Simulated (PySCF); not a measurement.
## Atomic charges against the basis set

C₂H₂.
Atom-mapped SMILES: `[CH:1]#[CH:2]` (hydrogens: H3 on C1; H4 on C2)

PBE0 throughout (PySCF), one geometry, spherical d and f functions. Isolated species at its PBE0-D3(BJ)/def2-SVP geometry, gas phase. Atoms taken as equivalent share a column and are averaged.

Mulliken charges (e):

| basis | functions | C1/C2 | H3/H4 |
| --- | --- | --- | --- |
| pcSseg-0 | 22 | -0.281 | +0.281 |
| cc-pVDZ | 38 | -0.031 | +0.031 |
| aug-cc-pVDZ | 64 | +0.303 | -0.303 |
| cc-pVTZ | 88 | -0.160 | +0.160 |
| IGLO-III | 90 | -0.160 | +0.160 |
| pcSseg-3 | 210 | -0.154 | +0.154 |

IAO charges (e):

| basis | functions | C1/C2 | H3/H4 |
| --- | --- | --- | --- |
| pcSseg-0 | 22 | -0.194 | +0.194 |
| cc-pVDZ | 38 | -0.202 | +0.202 |
| aug-cc-pVDZ | 64 | -0.207 | +0.207 |
| cc-pVTZ | 88 | -0.208 | +0.208 |
| IGLO-III | 90 | -0.209 | +0.209 |
| pcSseg-3 | 210 | -0.209 | +0.209 |

Which scheme is steadiest as the basis changes?

Largest range over the bases for any column: IAO 0.01 e, Mulliken 0.58 e. IAO charges move least and Mulliken charges most, counted in e.

How much do the charges still move between the two largest bases, IGLO-III and pcSseg-3?

At most, over all atoms: Mulliken 0.007 e, IAO 0.000 e.

What do the same runs give for the total energy and the frontier levels?

| basis | energy (Eh) | HOMO (eV) | LUMO (eV) |
| --- | --- | --- | --- |
| pcSseg-0 | -77.0621 | -8.46 | 1.37 |
| cc-pVDZ | -77.2298 | -8.20 | 1.27 |
| aug-cc-pVDZ | -77.2335 | -8.39 | 0.27 |
| cc-pVTZ | -77.2544 | -8.35 | 0.92 |
| IGLO-III | -77.2575 | -8.40 | 0.62 |
| pcSseg-3 | -77.2617 | -8.41 | 0.55 |
